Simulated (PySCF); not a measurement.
Deuteron quadrupole couplings in `CC/C=C\F`

Species: C₄H₇F.
Geometry (PBE0-D3(BJ)/def2-SVP, Å), atoms numbered from 1 in this order:
```
atom  x, y, z in Å
C1    -1.6100   -0.2964    0.1557
C2    -0.3940    0.3196   -0.5286
C3     0.8875   -0.3578   -0.1613
C4     1.9356    0.2307    0.4074
F5     1.9574    1.5318    0.7055
H6    -1.7114   -1.3654   -0.0911
H7    -1.5309   -0.2156    1.2506
H8    -2.5380    0.2068   -0.1555
H9    -0.5271    0.2635   -1.6241
H10   -0.3201    1.3896   -0.2819
H11    0.9851   -1.4308   -0.3561
H12    2.8661   -0.2760    0.6794
```

Level: PBE0/pcSseg-1 (PySCF, non-relativistic); Q(2H) = 0.00286 b; rigid geometry, the same for H and D, with no vibrational averaging.

Problem. Rank these positions by the coupling χzz of a deuteron there, largest first.
A. H12 (vinylic hydrogen)
B. H9 (methylene hydrogen)
C. H6 (methyl hydrogen)
D. H11 (vinylic hydrogen)

Solution. D (203 kHz), A (199 kHz), C (195 kHz), B (190 kHz).

Problem. Tabulate Vzz, the asymmetry η and χzz = 234.96 MHz × Q × Vzz for every hydrogen position.

Solution. 
```tsv
atom	bonded to	bond length (Å)	Vzz (au)	η	χzz (kHz)
H6	C1	1.102	0.2900	0.03	195
H7	C1	1.101	0.2908	0.02	195
H8	C1	1.101	0.2927	0.02	197
H9	C2	1.105	0.2824	0.02	190
H10	C2	1.101	0.2847	0.03	191
H11	C3	1.095	0.3024	0.09	203
H12	C4	1.094	0.2961	0.12	199
```

Problem. How does χzz go with the bond length over the 7 C–H bonds?

Solution. A straight-line fit has a slope of -9.9 kHz for each 0.01 Å, with a correlation coefficient of -0.85, over lengths from 1.094 to 1.105 Å. The longer bonds have the smaller couplings here.

Problem. Give the 2H NMR doublet splittings at H9 for a magnetic field along the z, y and x axes of the gradient: 3χ/2, 3χ(1 + η)/4, 3χ(1 − η)/4.

Solution. With |χ| = 189.8 kHz and η = 0.021: 285, 145 and 139 kHz, to first order and without motion.

Geometry: PBE0-D3(BJ)/def2-SVP, one conformer, isolated molecule. These gradients aren't converged with respect to the basis.

The run behind these numbers computed NMR shieldings as well. The run took 17 s of wall time on an Arm Neoverse N1 with one thread, on a shared host.
